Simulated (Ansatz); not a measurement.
## Relative stability

Two relaxed structures of CH6AlB, closed shell (PBE0-D4/def2-TZVP; forces vanish, vibrations not checked).

A:

C1  (-0.754, 0.984, -0.760)
B2  (0.445, 0.043, -0.436)
Al3  (0.686, -1.180, 1.289)
H4  (-1.369, 0.371, -1.443)
H5  (-0.482, 1.868, -1.344)
H6  (-1.404, 1.273, 0.067)
H7  (1.286, -0.033, -1.299)
H8  (0.074, -2.652, 1.371)
H9  (1.518, -0.676, 2.555)
(Å)

B:

```json
{"atom": "C1", "x (Å)": "0.0975", "y (Å)": "-0.1124", "z (Å)": "-0.7824"}
{"atom": "B2", "x (Å)": "-0.7228", "y (Å)": "1.1143", "z (Å)": "-0.4656"}
{"atom": "Al3", "x (Å)": "0.5063", "y (Å)": "-0.8703", "z (Å)": "1.0049"}
{"atom": "H4", "x (Å)": "-0.4185", "y (Å)": "-0.9429", "z (Å)": "-1.2731"}
{"atom": "H5", "x (Å)": "-0.1901", "y (Å)": "2.1634", "z (Å)": "-0.2278"}
{"atom": "H6", "x (Å)": "-1.9155", "y (Å)": "1.0424", "z (Å)": "-0.3504"}
{"atom": "H7", "x (Å)": "1.1053", "y (Å)": "0.0591", "z (Å)": "-1.1750"}
{"atom": "H8", "x (Å)": "-0.4165", "y (Å)": "-2.0171", "z (Å)": "1.5893"}
{"atom": "H9", "x (Å)": "1.8056", "y (Å)": "-0.3909", "z (Å)": "1.7726"}
```

Ansatz 0.2.0; basis: def2-TZVPP; cores frozen in the correlated methods. B3LYP uses VWN-RPA correlation.

Question: Which structure is lower at CCSD(T), and by how much? (An estimate is asked for; the value comes from the calculation.)

Answer: The calculation gives: B, by 16.77 kcal/mol (electronic energy, against the other). By their contacts, A is CH₆AlB ([CH3][BH][AlH2]) and B is CH₆AlB ([BH2][CH2][AlH2]).

All methods give the same order:

```tsv
method	E(B) − E(A) (kcal/mol)
PBE-D4	-15.33
r2SCAN-D4	-16.94
PBE0-D4	-15.56
B3LYP-D4	-16.31
wB97M-V	-17.61
HF	-14.77
MP2	-19.05
CCSD	-16.19
CCSD(T)	-16.77
```

No T1 diagnostic of these runs exceeds 0.012.

Labels in which every atom is bracketed show which atoms are joined, not bond orders.

For scale, one of the runs: CCSD(T)/def2-TZVPP, 188 basis functions, launched by `ansatz run in.yaml --threads 2 --pin off --events-out ev --progress --plain --max-ram 4352MiB`. Time: 24 s of wall clock on 2 CPU threads of an Arm Neoverse V2; the host was shared. Peak host memory: 1.9 GiB.
